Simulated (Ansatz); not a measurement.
# AlP2H (triplet): from Hartree-Fock to the top rungs at a displaced geometry (v1), cc-pVDZ

One table from this session's results is given with a row withheld; the runs are named, their logs left out.

Computed with Ansatz 0.2.0, Gaussian basis. Level: cc-pVDZ, core rule «outside noble gas», up to 15 orbitals frozen.

To be run: UHF; CCSD(T) on ROHF; CCSD(T) on UHF; BCCD(T) on ROHF; CISD; CCSDT(Q) on ROHF; CCSDT(Q) on UHF.

28 further runs of the same task are left out: 4 for a known fault of the program, 7 that didn't finish, 17 set aside as unsound or not needed.

**The geometry**

The geometry is a PBE0/def2-TZVP stationary point (not a proven minimum) with its atoms shifted at random (size 0.040 Å).

4 atoms, charge 0, spin multiplicity 3.

Atoms are counted from 1 here; the program's logs count them from 0.

Bond lengths: Al1–P2 2.259 Å, Al1–P3 2.285 Å, Al1–H4 1.546 Å, P2–P3 2.071 Å. Angles: P2–Al1–P3 54.2°, P2–Al1–H4 153.0°, P3–Al1–H4 152.7°, Al1–P2–P3 63.5°, Al1–P3–P2 62.2°.

Set-up of the first run:

Input file in.yaml:

```yaml
crystal:
  periodic: [false, false, false]
  atoms:
    - {symbol: Al, position_ang: [-0.015321, -0.009086, 1.375252]}
    - {symbol: P, position_ang: [-0.016154, 1.039525, -0.625212]}
    - {symbol: P, position_ang: [0.031810, -1.030676, -0.667823]}
    - {symbol: H, position_ang: [-0.070967, -0.028731, 2.920526]}
basis:
  gaussian: {orbitals: cc-pVDZ}
magnetization: {spin_polarized: true, initial_magnetization: 2}
hamiltonian: {xc: hf}
output: {orbitals: {seedname: orbitals}}
```

On the command line:

```bash
ansatz run in.yaml --threads 1 --pin off --events-out ev --progress --plain --max-ram 2393MiB
```

Steps of the session up to this table: UHF; CCSD(T) on ROHF; CCSD(T) on UHF; BCCD(T) on ROHF; CISD; CCSDT(Q) on ROHF; CCSDT(Q) on UHF.

One table of the session follows, with a row left open; its other results are not shown here.

| method | from UCCSDT(Q) (meV) |
| --- | --- |
| ROHF | ? |
| UHF | +8486.0 |
| RMP2 | +1176.6 |
| UMP2 | +1366.8 |
| CISD | +1432.2 |
| RCCSD | +484.7 |
| UCCSD | +462.8 |
| RCCSD(T) | +70.6 |
| UCCSD(T) | +75.6 |
| BCCD(T) | +70.8 |
| RCCSDT | +41.9 |
| UCCSDT | +38.0 |
| RCCSDT(Q) | +2.1 |
| UCCSDT(Q) | 0 |

Q: Estimate the row for ROHF from the others.

The run gave: from UCCSDT(Q) (meV): +8805.4. In the column «from UCCSDT(Q) (meV)» it is the highest.

To keep in mind: Restricted and unrestricted rows rest on different reference determinants; where their highest levels disagree by more than a few hundredths of an eV, they describe different states and don't form one ladder.
